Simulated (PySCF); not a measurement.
**Single point on Li₂⁺**

State: ²Σg⁺ (doublet), unpaired electrons σ ↑.

An equivalent input (the run itself took its basis sets from the Basis Set Exchange, started from a PBE0 density and held the occupation σ 3α 2β):

```python
from pyscf import gto, scf, cc
mol = gto.M(atom='Li 0 0 0; Li 0 0 3.098', basis={'Li': 'cc-pVTZ'},
            charge=1, spin=1, verbose=4, symmetry='C2v')
mf = scf.UHF(mol)
mf.irrep_nelec = {'A1': (3, 2)}
mf.conv_tol = 1e-9
mf.max_cycle = 60
mf.diis_space = 10
mf.kernel()
mycc = cc.CCSD(mf, frozen=[[], []])
mycc.run(conv_tol=1e-7, conv_tol_normt=1e-5, max_cycle=80, diis_space=8)
et = mycc.ccsd_t()
```

The SCF ended at -14.71600647 hartree. The coupled-cluster part of the log:

```
******** <class 'pyscf.cc.uccsd.UCCSD'> ********
CC2 = 0
CCSD nocc = (3, 2), nmo = (60, 60)
frozen orbitals [[], []]
max_cycle = 80
direct = 0
conv_tol = 1e-07
conv_tol_normt = 1e-05
diis_space = 8
diis_start_cycle = 0
diis_start_energy_diff = 1e+09
Init t2, MP2 energy = -0.0228818484935507
Init E_corr(UCCSD) = -0.0228818484947019
cycle = 1  E_corr(UCCSD) = -0.0264321803301062  dE = -0.00355033184  norm(t1,t2) = 0.00912305
cycle = 2  E_corr(UCCSD) = -0.0270864530567763  dE = -0.000654272727  norm(t1,t2) = 0.00205545
cycle = 3  E_corr(UCCSD) = -0.0272522088666763  dE = -0.00016575581  norm(t1,t2) = 0.00053773
cycle = 4  E_corr(UCCSD) = -0.0272447721225508  dE = 7.43674413e-06  norm(t1,t2) = 9.15254e-05
cycle = 5  E_corr(UCCSD) = -0.0272450703911273  dE = -2.98268576e-07  norm(t1,t2) = 3.10268e-05
cycle = 6  E_corr(UCCSD) = -0.0272455261268404  dE = -4.55735713e-07  norm(t1,t2) = 7.79119e-06
cycle = 7  E_corr(UCCSD) = -0.0272454869036229  dE = 3.92232175e-08  norm(t1,t2) = 1.63774e-06
UCCSD converged
E(UCCSD) = -14.74325195995015  E_corr = -0.02724548690362292
UCCSD(T) correction = -2.00144223255384e-05
```

T1 diagnostic 0.002, D1 0.003, 5 electrons correlated.

Repeating this along the bond gives Re = 3.104 Å and ωe = 260 cm⁻¹.

A point of this curve took 3.7 CPU seconds beside 0.1 for the integrals, on Arm Neoverse V1 (shared host).

Correlated steps freeze no core orbitals. The state is the lowest determinant that a PBE0 search found; another state may lie lower at other levels.
